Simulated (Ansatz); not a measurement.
# Worked example: correlation energy of SiH4⁺, doublet

Geometry: that of the SiH4, singlet, kept fixed.

```xyz
5

Si    0.0000    0.0000    0.0000
H     0.8558    0.8587    0.8568
H    -0.8596   -0.8544    0.8574
H    -0.8547    0.8555   -0.8611
H     0.8584   -0.8599   -0.8531
```

Basis 6-31G; Ansatz 0.2.0. Correlated methods freeze the noble-gas cores, which leaves 7 electrons in 16 orbitals. Prefix R: restricted or restricted open-shell reference; prefix U: unrestricted.

Full CI is exact within this basis and frozen core; it isn't the basis-set limit. The frozen core follows each run's orbitals, which can shift R against U totals by a few meV.

The cluster runs stand on a determinant 0.08 eV above the lowest UHF solution, chosen by trial CCSD; the correlation energy below is counted from it.

Runs differ by some tens of microhartree through their thresholds and, for an open shell, their frozen cores, so steps under 0.1 kcal/mol mean nothing.

| level | total energy (hartree) |
| --- | --- |
| UHF determinant under the cluster runs | -290.728057 |
| UMP2 | -290.779858 |
| UCCSD | -290.805548 |
| UCCSD(T) | -290.806554 |
| UCCSDT | -290.807049 |
| UCCSDT(Q) | -290.807080 |
| UCCSDTQ | -290.807086 |
| full CI | -290.807084 |

Task: What is the correlation energy at full CI, and what share of it do UMP2 and UCCSD recover?

Result: E(corr) = -290.807084 − (-290.728057) = -0.079027 hartree = -2.150 eV. UMP2: -0.051801 / -0.079027 = 65.55 %. UCCSD: -0.077491 / -0.079027 = 98.06 %.

Task: By how many kcal/mol does UCCSD(T) miss full CI (1 hartree = 627.509 kcal/mol), and which steps make up the rest?

Result: -290.806554 − (-290.807084) = 0.000530 hartree = 0.33 kcal/mol. Steps: UCCSDT − UCCSD(T) = -0.31, UCCSDT(Q) − UCCSDT = -0.02, UCCSDTQ − UCCSDT(Q) = 0.00, full CI − UCCSDTQ = 0.00 kcal/mol. That is within 1 kcal/mol of the reference in this basis, which itself misses far more of the correlation at the basis-set limit.
